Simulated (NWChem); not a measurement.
# USOGGA11-X/pc-0 run of SiH3O2 (SMILES [O][SiH2]O)

Aim: the energy difference between two shapes of SiH3O2 at USOGGA11-X/pc-0, from 2 runs. 

The calculation is run with NWChem 7.3.0.

2 further runs of the same task are left out: 2 set aside as unsound or not needed.

### 1 The structure to begin with

SiH3O2: 6 atoms, total charge 0, spin state doublet. SMILES: `[O][SiH2]O`. The coordinates come from a PBE0-D4/def2-TZVP relaxation. This is one conformer, not always the lowest.

Bond lengths: O1–Si2 1.647 Å, Si2–O3 1.632 Å, Si2–H4 1.494 Å, Si2–H5 1.479 Å, O3–H6 0.959 Å. Angles: O1–Si2–O3 117.2°, O1–Si2–H4 98.3°, O1–Si2–H5 110.2°, O3–Si2–H4 112.7°, O3–Si2–H5 105.0°, Si2–O3–H6 119.0°, H4–Si2–H5 113.8°.

### 2 A single-point energy at USOGGA11-X/pc-0

h3o2si.nw

```
echo
start h3o2si
title "H3O2Si energy"
memory stack 880 mb heap 220 mb global 1100 mb
charge 0

geometry units angstroms noautosym nocenter noautoz
O     -1.671900    -0.490300     0.111200
Si    -0.205500     0.160400    -0.263400
O      0.949700     0.110200     0.888500
H      0.117000    -0.700300    -1.441700
H     -0.353500     1.594200    -0.594000
H      1.206400    -0.738300     1.253100
end

basis spherical
O library pc-0
Si library pc-0
H library pc-0
end

dft
xc sogga11-x
mult 2
grid medium
convergence energy 1e-05
iterations 150
end

task dft
```

On the command line:

```sh
$ nwchem h3o2si.nw > h3o2si.out
```

Standard output:

```text
[...]
 **** WARNING Zero Coefficient **** on atom "               O"
 angular momentum value: 0  standard basis set name: "pc-0"
 input line that generated warning:
    93:       0.812120E+03           0.194500E-01           0.000000E+00
[...]
 **** WARNING Zero Coefficient **** on atom "              Si"
 angular momentum value: 1  standard basis set name: "pc-0"
 input line that generated warning:
   203:       0.960800E+02           0.280350E-01           0.000000E+00
 **** WARNING Zero Coefficient **** on atom "              Si"
 angular momentum value: 1  standard basis set name: "pc-0"
 input line that generated warning:
   207:       0.477800E+00           0.000000E+00           0.310850E+00
[...]
          Wavefunction type:  spin polarized.
          No. of atoms     :     6
          No. of electrons :    33
[...]
          Charge           :     0
          Spin multiplicity:     2
[...]
          AO basis - number of functions:    37
[...]
              XC Information
              --------------
                    SOGGA11-X Method XC Functional
                     Hartree-Fock (Exact) Exchange  0.402
                     SOGGA11-X gradient correction  1.000
                   SOGGA11-X Correlation Potential  1.000
[...]
 d= 0,ls=0.0,diis     1   -440.8163812363 -5.52D+02  3.09D-02  2.38D-01     0.4
[...]
 d= 0,ls=0.0,diis    16   -441.0134691191 -3.63D-08  4.90D-07  6.00D-11     4.7
[...]
         Total DFT energy =     -441.013469119150
      One electron energy =     -828.530522713623
           Coulomb energy =      315.888442967921
    Exchange-Corr. energy =      -39.106653520491
 Nuclear repulsion energy =      110.735264147044
[...]
      <S2> =      0.7527 (Exact =     0.7500)
[...]
```

Wall time 5.4 s (1 thread of Intel Xeon at 2.60GHz (Ice Lake), shared host); peak memory 0.2 GiB.

### 3 The distorted shape at the same level

h3o2si.xyz

```xyz
6
H3O2Si
O     -1.713310    -0.542032     0.061110
Si    -0.226853     0.166220    -0.314231
O      1.048093     0.138129     0.913470
H      0.257927    -0.630582    -1.429393
H     -0.562831     1.478176    -0.645825
H      1.246750    -0.588762     1.284793
```

h3o2si.nw

```
start h3o2si
title "H3O2Si"
memory 2200 mb
charge 0

geometry units angstroms noautosym nocenter noautoz
  load h3o2si.xyz
end

basis spherical
  O library pc-0
  Si library pc-0
  H library pc-0
end

dft
  xc sogga11-x
  mult 2
  grid medium
  convergence energy 1e-05
  maxiter 150
end

task dft energy
```

On the command line:

```sh
$ nwchem h3o2si.nw > h3o2si.out
```

Standard output:

```text
[...]
 **** WARNING Zero Coefficient **** on atom "               O"
 angular momentum value: 0  standard basis set name: "pc-0"
 input line that generated warning:
    93:       0.812120E+03           0.194500E-01           0.000000E+00
[...]
 **** WARNING Zero Coefficient **** on atom "              Si"
 angular momentum value: 1  standard basis set name: "pc-0"
 input line that generated warning:
   203:       0.960800E+02           0.280350E-01           0.000000E+00
 **** WARNING Zero Coefficient **** on atom "              Si"
 angular momentum value: 1  standard basis set name: "pc-0"
 input line that generated warning:
   207:       0.477800E+00           0.000000E+00           0.310850E+00
[...]
          Wavefunction type:  spin polarized.
          No. of atoms     :     6
          No. of electrons :    33
[...]
          Charge           :     0
          Spin multiplicity:     2
[...]
          AO basis - number of functions:    37
[...]
              XC Information
              --------------
                    SOGGA11-X Method XC Functional
                     Hartree-Fock (Exact) Exchange  0.402
                     SOGGA11-X gradient correction  1.000
                   SOGGA11-X Correlation Potential  1.000
[...]
 d= 0,ls=0.0,diis     1   -440.7987267296 -5.48D+02  2.61D-02  2.28D-01     0.4
[...]
 d= 0,ls=0.0,diis    16   -440.9837915457 -4.42D-08  3.20D-07  1.66D-11     4.6
[...]
         Total DFT energy =     -440.983791545707
      One electron energy =     -821.573512424312
           Coulomb energy =      312.489296150301
    Exchange-Corr. energy =      -39.143298250753
 Nuclear repulsion energy =      107.243722979057
[...]
      <S2> =      0.7523 (Exact =     0.7500)
[...]
```

It took 5.4 s on 1 thread of Intel Xeon at 2.60GHz (Ice Lake), shared host; peak memory 0.2 GiB.

### 4 Outcome

Level: USOGGA11-X/pc-0.

| quantity | value |
| --- | --- |
| first shape: total energy | -441.01347 Eh |
| first shape: dipole moment | 1.76 D |
| first shape: HOMO energy (highest over α and β) | -9.78 eV |
| first shape: LUMO energy (lowest over α and β) | -3.50 eV |
| first shape: ⟨S²⟩ | 0.753 |
| distorted shape: total energy | -440.98379 Eh |
| distorted shape: dipole moment | 1.37 D |
| distorted shape: HOMO energy (highest over α and β) | -9.67 eV |
| distorted shape: LUMO energy (lowest over α and β) | -3.46 eV |
| distorted shape: ⟨S²⟩ | 0.752 |
| energy change with the atoms displaced | 0.808 eV |

In words: With the atoms displaced the energy rises by 0.81 eV (77.9 kJ/mol). The first shape isn't relaxed at this level, so the change isn't measured from a minimum.
